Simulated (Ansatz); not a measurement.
An input meant for the cluster C₃H₂ (charge 0, singlet; with a point charge).

```yaml
crystal:
  periodic: [false, false, false]
  atoms:
    - {symbol: C, position_ang: [0.656542, 0.977490, 0.420588]}
    - {symbol: C, position_ang: [-0.763266, -0.921543, -0.362773]}
    - {symbol: C, position_ang: [1.836502, -0.962687, -0.994817]}
    - {symbol: H, position_ang: [-2.581345, -1.842418, -0.478514]}
    - {symbol: H, position_ang: [0.851548, 2.749177, 1.415535]}
basis:
  gaussian: {orbitals: pcseg-2, final_grid: {core_spheres: 8, valence_spheres: 7, degree: 23}, point_charges: [{charge: -1.00, position_ang: [5.763, -0.294, 0.659]}]}
hamiltonian: {xc: {name: SVWN5}}
scf: {lower_state_search: full}
output: {forces: true}
```

```sh
$ ansatz run in.yaml --threads 4 --pin off --events-out ev --progress --plain --max-ram 3916MiB
```

Shortened log:

```
Functional definition: SVWN5
584 factors; their error is unknown
mean field evaluation 1: about -3069.7954 eV, gradient 7.4e1 eV
mean field evaluation 2: about -2835.3763 eV, gradient 1.9e2 eV
mean field evaluation 4: about -3001.0371 eV, gradient 1.5e2 eV
mean field evaluation 8: about -3089.4548 eV, gradient 4.2e0 eV
mean field evaluation 16: about -3089.5976 eV, gradient 2.1e-5 eV
mean field evaluation 32: about -3069.6038 eV, gradient 5.9e1 eV
mean field evaluation 64: about -3085.6378 eV, gradient 1.5e1 eV
mean field evaluation 96: about -3073.4234 eV, gradient 4.2e1 eV
mean field evaluation 128: about -3082.1975 eV, gradient 1.2e1 eV
mean field -3089.59755686 eV, -113.5406160102 hartree, gradient 2.1e-5 eV, S^2 0.000000; 8 other end points of the search recorded, 0 dependent functions left out
reference -3089.59760069 eV, -113.5406176208 hartree; 10, 10 occupied and 108, 108 virtual orbitals, 584 factors
Total energy: -3089.59760069 eV, -113.5406176208 hartree
Atom 0 at     0.656542     0.977490     0.420588 Å, force    -0.601031    -1.352047    -0.596711 eV/Å
Atom 1 at    -0.763266    -0.921543    -0.362773 Å, force     1.151736     1.082503     0.266646 eV/Å
Atom 2 at     1.836502    -0.962687    -0.994817 Å, force    -2.489678     1.395889     1.491638 eV/Å
Atom 3 at    -2.581345    -1.842418    -0.478514 Å, force     2.301156     1.187349     0.191239 eV/Å
Atom 4 at     0.851548     2.749177     1.415535 Å, force    -0.272208    -2.307963    -1.304345 eV/Å
Dipole moment:     0.487997     0.048943    -0.024947 e Å
```

What is wrong with this run?

The coordinates are in bohr but typed as ångström. The run converged. The result belongs to that input, not to the species as meant.
